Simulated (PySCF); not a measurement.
## C₂: from constants to spectrum

UHF-CCSD(T) constants of C₂, ³Πu (triplet), unpaired electrons σ ↑, π ↑ (PySCF, no relativity, basis sets C aug-pcseg-1; masses 12.0000 and 12.0000 u):

| Property | Result |
| --- | --- |
| ωe | 1637.3 cm⁻¹ |
| ωexe | 11.7 cm⁻¹ |
| Be | 1.5966 cm⁻¹ |
| αe | 0.0162 cm⁻¹ |
| D (centrifugal) | 6.07e-06 cm⁻¹ |
| De to C + C | 5.70 eV |

**Question.** Give the vibrational terms G(v) and spacings up to v = 6.

**Answer.** G(v) = ωe(v+½) − ωexe(v+½)².

```tsv
v	G(v) (cm⁻¹)	G(v) − G(v−1)	Bv (cm⁻¹)
0	815.7		1.589
1	2429.6	1613.9	1.572
2	4020.1	1590.5	1.556
3	5587.2	1567.1	1.540
4	7130.9	1543.7	1.524
5	8651.2	1520.3	1.508
6	10148.1	1496.9	1.491
```

**Question.** How well does the Morse estimate ωe²/(4ωexe) reproduce De, and what is D0?

**Answer.** It gives 7.10 eV, 125 % of the computed De. D0 = De − G(0) = 5.70 − 0.10 = 5.60 eV.

Correlated steps freeze 2 core orbitals. Correlated levels converge slowly with the basis: in double zeta they bind strong bonds too weakly, by up to about 1 eV, and carry superposition errors of some tenths. The state is the lowest determinant that a PBE0 search found; another state may lie lower at other levels.
